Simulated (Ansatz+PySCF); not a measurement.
A calculation with PySCF 2.14.0.

```python
from pyscf import gto, scf, cc

mol = gto.M(atom="""
H 0.000000 0.000000 0.000000
Al 0.479380 0.639180 1.383860
""", basis='6-31g', charge=0, spin=0)
mf = scf.RHF(mol)
mf.kernel()
mycc = cc.CCSD(mf, frozen=5).run()
et = mycc.ccsd_t()
print(mf.e_tot, mycc.e_corr, et, mycc.e_tot + et)
```

The script is written out from the run's settings.

Output:

```
Converged                       : yes
Reference energy                : -242.42502 hartree
CCSD correlation energy         : -0.04544 hartree
Triples correction              : -0.00027 hartree
Total energy                    : -242.47073 hartree
Spin squared of the determinant : 0.000
```
